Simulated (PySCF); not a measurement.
3-penten-2-ol, C₅H₁₀O.
Numbering: `[CH3:1]/[CH:2]=[CH:3]/[C@H:4]([CH3:5])[OH:6]` (hydrogens: H7, H8, H9 on C1; H10 on C2; H11 on C3; H12 on C4; H13, H14, H15 on C5; H16 on O6)

Method: PySCF 2.14.0, PBE0-D3(BJ)/def2-SVP geometry optimisation, gas phase.

Problem. List the bond lengths, angles and torsions at this level.

Solution. 
```
                  bond  length (Å)   order
                 C1–C2       1.492  single
                 C2=C3       1.336  double
                 C3–C4       1.500  single
                 C4–C5       1.516  single
                 C4–O6       1.414  single
   C1–H7, C1–H8, C1–H9       1.102  single
                C2–H10       1.099  single
                C3–H11       1.099  single
                C4–H12       1.110  single
C5–H13, C5–H14, C5–H15       1.100  single
                O6–H16       0.963  single
```

Bonds in one row agree within 0.01 Å and their mean is given. Orders are formal, as drawn. A selection of angles:
```
     angle  degrees
  C2–C1–H7    111.1
  H7–C1–H8    106.3
  H7–C1–H9    108.1
  C1–C2–C3    125.6
 C1–C2–H10    116.4
 C3–C2–H10    118.0
  C2–C3–C4    124.8
 C2–C3–H11    120.0
 C4–C3–H11    115.3
  C3–C4–C5    112.3
  C3–C4–O6    110.6
 C3–C4–H12    108.1
  C5–C4–O6    106.7
 C5–C4–H12    108.5
 O6–C4–H12    110.5
 C4–C5–H13    109.9
 C4–C5–H14    110.9
H13–C5–H14    109.1
H13–C5–H15    108.0
 C4–O6–H16    107.3
```

Dihedral angles: C1–C2–C3–C4 180° (antiperiplanar); C2–C3–C4–C5 -121° (anticlinal); H16–O6–C4–C3 -53° (synclinal).

Of the pairs four or more bonds apart, H10···H12 is among the closest relative to their van der Waals radii: 2.34 Å, 97 % of the sum of Bondi's values. O6 (alcohol oxygen) is bent (angle 107.3°). The C–C distances run from 1.336 Å (C2=C3, drawn double) to 1.516 Å (C4–C5, drawn single), a spread of 0.180 Å.

Point group: C1 (no symmetry element, even within 0.4 Å). Stationary, but not proved a minimum. The numbers are those of one conformer (C2–C3–C4–C5 -121°, C3–C4–O6–H -53°).

On one thread, Intel Xeon Platinum 8375C at 2.90 GHz (x86_64), no GPU, shared host, this took 41 s of wall time and 0.73 GiB of memory at its peak. These figures are those of the optimisation.
